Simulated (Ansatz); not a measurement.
fcc Ir, treated with r²SCAN (PAW; Ansatz, a program for electronic structure).

Run with plane-wave cutoff 600 eV, 30×30×30 k mesh, Fermi–Dirac smearing 0.078 eV (set by the program), no spin polarisation, scalar-relativistic PAW data made under PBE.

Cell (relaxed at this level):

```xyz
1
Lattice="0.0000 1.9222 1.9222 1.9222 0.0000 1.9222 1.9222 1.9222 0.0000" Properties=species:S:1:pos:R:3 pbc="T T T"
Ir     0.0000     0.0000     0.0000
```

**Question.** Estimate the Young modulus, elastic constant C12, elastic constant C44 and elastic constant C11 that the calculation returns.

**Answer.** 
* **Young modulus**: 592 GPa
* **elastic constant C12**: 249 GPa
* **elastic constant C44**: 277 GPa
* **elastic constant C11**: 633 GPa

Measured, for comparison: elastic constant C12 249 GPa, elastic constant C44 262 GPa, elastic constant C11 590 GPa (temperature not stated, not corrected to a static lattice; as tabulated in Mehl and Papaconstantopoulos (1996), arXiv:mtrl-th/9602003). Computed (rounded) less measured: elastic constant C12 0.0 %, elastic constant C44 +6 %, elastic constant C11 +7 %. A static lattice is as a rule a little smaller and stiffer than an uncorrected measurement, which narrows the difference in the elastic constant C44, elastic constant C11 and would widen misses of the other sign.

Elastic constants are with the ions relaxed.

Spin–orbit coupling is not included.

Static lattice: no zero-point or thermal effects.

Computing time: about 15 core-minutes (a rough figure).
